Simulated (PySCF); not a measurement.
# Static response to an electric field

Compound: C₅H₁₂O.
Numbering: `[CH3:1][CH2:2][CH:3]([OH:4])[CH2:5][CH3:6]` (hydrogens: H7, H8, H9 on C1; H10, H11 on C2; H12 on C3; H13 on O4; H14, H15 on C5; H16, H17, H18 on C6)

Geometry (PBE0-D3(BJ)/def2-SVP, Å), atoms numbered from 1 in this order:
```
atom  x, y, z in Å
C1     2.522    0.366   -0.173
C2     1.221   -0.289   -0.604
C3     0.003    0.238    0.148
O4     0.155    0.088    1.544
C5    -1.301   -0.388   -0.338
C6    -2.530    0.173    0.356
H7     3.390   -0.077   -0.685
H8     2.666    0.259    0.912
H9     2.516    1.445   -0.397
H10    1.058   -0.149   -1.687
H11    1.276   -1.383   -0.449
H12   -0.056    1.332   -0.008
H13    0.231   -0.856    1.725
H14   -1.377   -0.251   -1.431
H15   -1.240   -1.481   -0.176
H16   -2.651    1.247    0.142
H17   -2.436    0.066    1.447
H18   -3.449   -0.339    0.033
```

Level: CAM-B3LYP/def2-SVPD (PySCF), static field, nuclei fixed, core orbitals frozen in the response. The polarisability tensor in these axes (au):

```
x   77.65  0.59 -1.44
y    0.59 62.70  0.30
z   -1.44  0.30 64.03
```

Task: Give the principal values, the mean and the anisotropy Δα = √{½[(α1 − α2)² + (α2 − α3)² + (α1 − α3)²]}.

Result: Principal values 62.59, 63.98 and 77.82 au; mean 68.13 au = 10.10 Å³ = 11.23 × 10⁻⁴⁰ C²·m²/J; Δα = 14.59 au (21 % of the mean).

Task: What is the dipole moment, and where does it point?

Result: (-0.04, -1.16, -1.18) D, 1.66 D in size, pointing from the negative to the positive side. Measured along this direction, the outermost atoms are O4 at the negative end and H10, H11, H14 and H15 at the positive end.

Task: Rayleigh depolarisation ratio (linearly polarised light, static tensor)?

Result: ρ = 3Δα²/(45ᾱ² + 4Δα²) = 638.6/(208867 + 851.5) = 0.00305.

Task: Along which axes do the principal values lie, and how far do the nuclei extend along each?

Result: Largest value along (0.99, 0.04, -0.10), where the nuclei span 6.88 Å; middle along (0.09, 0.27, 0.96), 3.08 Å; least along (-0.06, 0.96, -0.26), 2.64 Å. The response follows the extents in order.

Task: How large is μ²/3kT at 500 K beside α?

Result: In Gaussian units μ²/3kT = 13.25 Å³ against 10.10 Å³, a ratio of 1.31; the Debye molar polarisation (4π/3)N_A(α + μ²/3kT) is 58.9 cm³/mol, leaving out the vibrational part.

Task: Find the Langevin capture rate constant for H3O+ (19.018 u) meeting this molecule (88.089 u), k = 2.342 × 10⁻⁹ cm³/s × √(α in Å³ / reduced mass in u).

Result: The reduced mass is 15.64 u, so k = 1.88 × 10⁻⁹ cm³/s. The formula leaves out the permanent dipole, which adds to the capture rate.

Geometry: PBE0-D3(BJ)/def2-SVP, one conformer, isolated molecule.
